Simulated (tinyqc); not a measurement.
Worked calculation: RKS/LDA (VWN5) in the sto-6g basis, for LiH, spin multiplicity 1. One step of it, computed by the program tinyqc.

Problem. Iteration 1: diagonalisation and new density. A level shift of 1 hartree raises the virtual space: F + shift (S - S D(s) S), with D(s) the density of one spin (D/2). Diagonalise F' = X^T F X, C = X C', fill 2 alpha and 2 beta electrons from the bottom; D = 2 C_occ C_occ^T. Each column has its largest component positive (the first on a tie).

Kohn-Sham matrix F (hartree):
```
            1Li 1s     1Li 2s    1Li 2px    1Li 2py    1Li 2pz      2H 1s
1Li 1s   -3.490708  -0.733099   0.000000   0.000000  -0.001414  -0.041237
1Li 2s   -0.733099  -0.442308   0.000000   0.000000  -0.018757  -0.108255
1Li 2px   0.000000   0.000000  -0.221090  -0.000124   0.000000   0.000000
1Li 2py   0.000000   0.000000  -0.000124  -0.219871   0.000000   0.000000
1Li 2pz  -0.001414  -0.018757   0.000000   0.000000  -0.245366  -0.133676
2H 1s    -0.041237  -0.108255   0.000000   0.000000  -0.133676  -0.112912
```

X:
```
                 1          2          3         4          5         6
1Li 1s    0.333184   0.736349   0.000000  0.000000   0.591026  0.241912
1Li 2s   -0.648467  -0.567508   0.000000  0.000000   0.459514  0.415541
1Li 2px   0.000000   0.000000  -0.451175  0.892435   0.000000  0.000000
1Li 2py   0.000000   0.000000   0.892435  0.451175   0.000000  0.000000
1Li 2pz  -0.676610   0.526932   0.000000  0.000000  -0.473711  0.414749
2H 1s     0.865790  -0.296633   0.000000  0.000000  -0.253478  0.542264
```

D at the start:
```
            1Li 1s     1Li 2s    1Li 2px    1Li 2py    1Li 2pz      2H 1s
1Li 1s    0.000747  -0.005282   0.000000   0.000000  -0.032778   0.035271
1Li 2s   -0.005282   0.037369   0.000000   0.000000   0.231903  -0.249543
1Li 2px   0.000000   0.000000   0.004746  -0.097313   0.000000   0.000000
1Li 2py   0.000000   0.000000  -0.097313   1.995254   0.000000   0.000000
1Li 2pz  -0.032778   0.231903   0.000000   0.000000   1.439135  -1.548606
2H 1s     0.035271  -0.249543   0.000000   0.000000  -1.548606   1.666405
```

overlap S:
```
           1Li 1s    1Li 2s   1Li 2px   1Li 2py   1Li 2pz     2H 1s
1Li 1s   1.000000  0.235742  0.000000  0.000000  0.000000  0.013042
1Li 2s   0.235742  1.000000  0.000000  0.000000  0.000000  0.227546
1Li 2px  0.000000  0.000000  1.000000  0.000000  0.000000  0.000000
1Li 2py  0.000000  0.000000  0.000000  1.000000  0.000000  0.000000
1Li 2pz  0.000000  0.000000  0.000000  0.000000  1.000000  0.332079
2H 1s    0.013042  0.227546  0.000000  0.000000  0.332079  1.000000
```

Give: F' = X^T F X; orbital energies; coefficients C; D after iteration 1.

Solution.

F' = X^T F X (hartree):
```
         1        2        3        4        5        6
1   0.0806  -0.0649   0.0000   0.0000  -0.6041  -0.2480
2  -0.0649  -0.7260   0.0000   0.0000  -1.2782  -0.5991
3   0.0000   0.0000  -0.0542  -0.3715   0.0000   0.0000
4   0.0000   0.0000  -0.3715   0.6133   0.0000   0.0000
5  -0.6041  -1.2782   0.0000   0.0000  -0.7785  -0.7776
6  -0.2480  -0.5991   0.0000   0.0000  -0.7776   0.3530
```

orbital energies (hartree): MO1 -2.4935, MO2 -0.2199, MO3 -0.0563, MO4 0.6829, MO5 0.7789, MO6 0.7959

coefficients C:
```
             MO1      MO2      MO3      MO4     MO5      MO6
1Li 1s    1.0068   0.0000  -0.0077  -0.1901  0.0000   0.1057
1Li 2s   -0.0311   0.0000   0.0822   0.9063  0.0000  -0.5453
1Li 2px   0.0000  -0.0487   0.0000   0.0000  0.9988   0.0000
1Li 2py   0.0000   0.9988   0.0000   0.0000  0.0487   0.0000
1Li 2pz  -0.0017   0.0000   0.8990   0.3097  0.0000   0.4773
2H 1s     0.0057   0.0000  -0.8518   0.1644  0.0000   0.6657
```

D after iteration 1:
```
          1Li 1s   1Li 2s  1Li 2px  1Li 2py  1Li 2pz    2H 1s
1Li 1s    2.0274  -0.0627   0.0000   0.0000  -0.0035   0.0116
1Li 2s   -0.0627   0.0019   0.0000   0.0000   0.0001  -0.0004
1Li 2px   0.0000   0.0000   0.0047  -0.0972   0.0000   0.0000
1Li 2py   0.0000   0.0000  -0.0972   1.9953   0.0000   0.0000
1Li 2pz  -0.0035   0.0001   0.0000   0.0000   0.0000   0.0000
2H 1s     0.0116  -0.0004   0.0000   0.0000   0.0000   0.0001
```
